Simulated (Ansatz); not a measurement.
## Br (Cmce)

The calculation used Ansatz 0.2.0, DFT r2SCAN, scalar-relativistic, plane waves, PAW.

Cutoff 500 eV; k points 8×8×4 on the computed 4-atom cell (Γ-centred); Gaussian smearing, width 0.02 eV; no spin polarisation.

The structure is relaxed at this level of theory with its symmetry kept.

```cif
data_structure
_symmetry_space_group_name_H-M 'Cmce'
_symmetry_Int_Tables_number 64
_cell_length_a 7.1061
_cell_length_b 4.2548
_cell_length_c 8.7688
_cell_angle_alpha 90.000
_cell_angle_beta 90.000
_cell_angle_gamma 90.000
_cell_volume 265.12
loop_
_atom_site_label
_atom_site_type_symbol
_atom_site_symmetry_multiplicity
_atom_site_Wyckoff_symbol
_atom_site_fract_x
_atom_site_fract_y
_atom_site_fract_z
_atom_site_occupancy
Br1 Br 8 f 0.50000 0.63923 0.11580 1
```

- Space group: Cmce (No. 64)
- Volume per atom: 33.14 Å³
- Formation energy from the elements' standard states (Br, Hg as crystals; uncorrected): 0.000 eV/atom
- Generalised Kohn–Sham band gap: 1.68 eV, indirect from Γ to (-0.042, 0.031, 0.000) (the valley at (-0.024, 0.024, 0.000) lies within 0.03 eV, so the order isn't resolved)
- Löwdin character of the top 1 eV of the valence band: Br 4p 99 %
- Löwdin character of the lowest 1 eV of the conduction band: Br 4p 94 %
- Electron masses at the edge by Cartesian direction of the standard setting (m_e; degenerate bands sorted by energy; no spin-orbit coupling): x: 6.9; y: 2.5; z: 0.92
- Hole masses at the edge by Cartesian direction of the standard setting (m_e; degenerate bands sorted by energy; no spin-orbit coupling): x: 4.5; y: 1.4; z: 2.7
- Bader charges (e): Br (4 in the cell) 0.00

Each cell of Br holds layers, and where no dispersion correction was added their binding is poorly described.

Cost: 8 runs of about 9.9 core-minutes in all, on Arm Neoverse V2 (shared hosts).